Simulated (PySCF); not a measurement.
# CASSCF(2,2)/6-31G(d) (spherical functions) run of [BSiNH7]− (SMILES [BH3-]N[SiH3])

What is the vertical singlet–triplet gap of [BSiNH7]− at CASSCF(2,2)/6-31G* (spherical functions)? Input form: a Python script.

Program for the calculation: PySCF 2.14.0.

3 further runs of the same task are left out: 1 that didn't finish, 2 set aside as unsound or not needed.

### Step 1. Starting point

[BSiNH7]−: 10 atoms, total charge -1, spin state singlet. As SMILES, `[BH3-]N[SiH3]`. The shape is that of a GFN2-xTB optimisation.

Bond lengths: B1–N2 1.566 Å, N2–Si3 1.674 Å, B1–H4 1.223 Å, B1–H5 1.215 Å, B1–H6 1.229 Å, N2–H7 1.009 Å, Si3–H8 1.494 Å, Si3–H9 1.478 Å, Si3–H10 1.497 Å. Some angles: B1–N2–Si3 126.7°, B1–N2–H7 110.3°, Si3–N2–H7 116.5°, N2–B1–H4 108.3°, N2–B1–H5 109.0°, N2–B1–H6 109.7°, N2–Si3–H8 108.1°, N2–Si3–H9 111.9°, N2–Si3–H10 121.6°, H4–B1–H5 110.6°.

### Step 2. A single-point energy at CASSCF(2,2)/6-31G(d) (spherical functions)

Input file job.py:

```python
import numpy
from pyscf import gto, scf, mp, mcscf

system = gto.Mole()
system.atom = '''
B   -0.793150   0.869830  -0.924190
N    0.010570  -0.395850  -0.473620
Si   0.646720  -0.688680   1.046850
H   -1.530790   0.547840  -1.845470
H   -1.439730   1.284740   0.017350
H   -0.014500   1.739080  -1.310270
H    0.515080  -0.786550  -1.255720
H    1.373650  -1.992680   1.003330
H   -0.411740  -0.814970   2.071310
H    1.643890   0.237240   1.670420
'''
system.charge = -1
system.max_memory = 1860
system.basis = '6-31g*'
system.verbose = 3
system.spin = 0
system.build()

hf = scf.RHF(system)
hf.conv_tol = 1e-10
hf.kernel()
if not hf.converged:
    hf = hf.newton().run(hf.mo_coeff, hf.mo_occ)

pt = mp.MP2(scf.addons.convert_to_uhf(hf)).run()
noons, natorbs = mcscf.addons.make_natural_orbitals(pt)
print('natural occupations', numpy.round(noons[:40], 4))
cas = mcscf.CASSCF(hf, 2, 2)
cas.fix_spin_(ss=0.0)
cas.natorb = True
cas.kernel(natorbs)
e_tot = cas.e_tot
print('Final energy', e_tot)
```

Run with:

```
$ OMP_NUM_THREADS=1 python job.py
```

Output:

```text
converged SCF energy = -372.126456267728
E(UMP2) = -372.478059875019  E_corr = -0.351603607291374
E(SCS-UMP2) = -372.481102229394  E_corr = -0.354645961665643
natural occupations [2.     1.9999 1.9999 1.9998 1.9996 1.9996 1.9996 1.9862 1.9836 1.9816
 1.9812 1.9791 1.9774 1.977  1.9644 1.96   1.9585 0.028  0.0241 0.0226
 0.0181 0.014  0.013  0.0126 0.0114 0.0111 0.0087 0.0082 0.0072 0.0071
 0.0065 0.0062 0.0052 0.0051 0.0048 0.0046 0.0045 0.0038 0.0027 0.0024]
CASSCF energy = -372.140112524087
CASCI E = -372.140112524087  E(CI) = -1.19125822583965  S^2 = 0.0000000
Final energy -372.1401125240866
```

Wall time 8.7 s (1 thread of Arm Neoverse V1, shared host); peak memory 0.17 GiB.

### Step 3. The triplet at the same level

Input file run.py:

```python
import numpy
from pyscf import gto, scf, mp, mcscf

molecule = gto.M(
    atom=[
    ('B', (-0.793150, 0.869830, -0.924190)),
    ('N', (0.010570, -0.395850, -0.473620)),
    ('Si', (0.646720, -0.688680, 1.046850)),
    ('H', (-1.530790, 0.547840, -1.845470)),
    ('H', (-1.439730, 1.284740, 0.017350)),
    ('H', (-0.014500, 1.739080, -1.310270)),
    ('H', (0.515080, -0.786550, -1.255720)),
    ('H', (1.373650, -1.992680, 1.003330)),
    ('H', (-0.411740, -0.814970, 2.071310)),
    ('H', (1.643890, 0.237240, 1.670420)),
],
    basis='6-31g*',
    max_memory=1860,
    spin=2,
    verbose=3,
    charge=-1,
)

mf = molecule.ROHF()
mf.conv_tol = 1e-10
mf.kernel()
if not mf.converged:
    mf = mf.newton().run(mf.mo_coeff, mf.mo_occ)

pt = mp.MP2(scf.addons.convert_to_uhf(mf)).run()
noons, natorbs = mcscf.addons.make_natural_orbitals(pt)
print('natural occupations', numpy.round(noons[:40], 4))
cas = mcscf.CASSCF(mf, 2, 2)
cas.fix_spin_(ss=2.0)
cas.natorb = True
cas.kernel(natorbs)
e_final = cas.e_tot
print('Final energy', e_final)
```

Run with:

```
$ OMP_NUM_THREADS=1 python run.py
```

Output:

```text
converged SCF energy = -371.947401381497
E(UMP2) = -372.277388202801  E_corr = -0.329986821303754
E(SCS-UMP2) = -372.279637848508  E_corr = -0.332236467011221
natural occupations [2.     1.9999 1.9999 1.9998 1.9996 1.9996 1.9996 1.9859 1.9829 1.9798
 1.9787 1.9776 1.9763 1.9741 1.9669 1.9635 0.9952 0.9906 0.0221 0.021
 0.016  0.0148 0.014  0.0128 0.0125 0.0113 0.0096 0.0081 0.0077 0.0074
 0.0062 0.006  0.0058 0.0052 0.0051 0.0049 0.0044 0.0043 0.0038 0.0034]
CASSCF energy = -371.947401380630
CASCI E = -371.947401380630  E(CI) = -0.531191935901461  S^2 = 2.0000000
Final energy -371.9474013806302
```

Run time: 2.4 s. Hardware: 1 thread of Arm Neoverse V1, shared host; peak memory 0.17 GiB.

### Step 4. What came out

Level: CASSCF(2,2)/6-31G* (spherical functions).

| quantity | value |
| --- | --- |
| singlet: total energy | -372.14011 Eh |
| singlet: HOMO energy (Hartree–Fock orbitals) | -3.74 eV |
| singlet: LUMO energy (Hartree–Fock orbitals) | 8.65 eV |
| singlet: HOMO–LUMO gap (to an unbound level, set by the basis) | 12.39 eV |
| triplet: total energy | -371.94740 Eh |
| vertical energy of the triplet above the singlet | 5.244 eV |

**Reading.** At this shape the triplet lies 5.24 eV (121 kcal/mol) above the singlet. For an anion a state so high probably lies above electron detachment. Mulliken charges (singlet) of the mean-field density run from -0.95 on N2 to +0.79 on Si3. Mulliken charges (triplet) of the mean-field density run from -0.40 on N2 to +0.31 on H7; they depend strongly on the basis. The HOMO (triplet) lies at positive energy, 5.87 eV: the electron is unbound at this level or held by a compact basis; values depend on the basis.
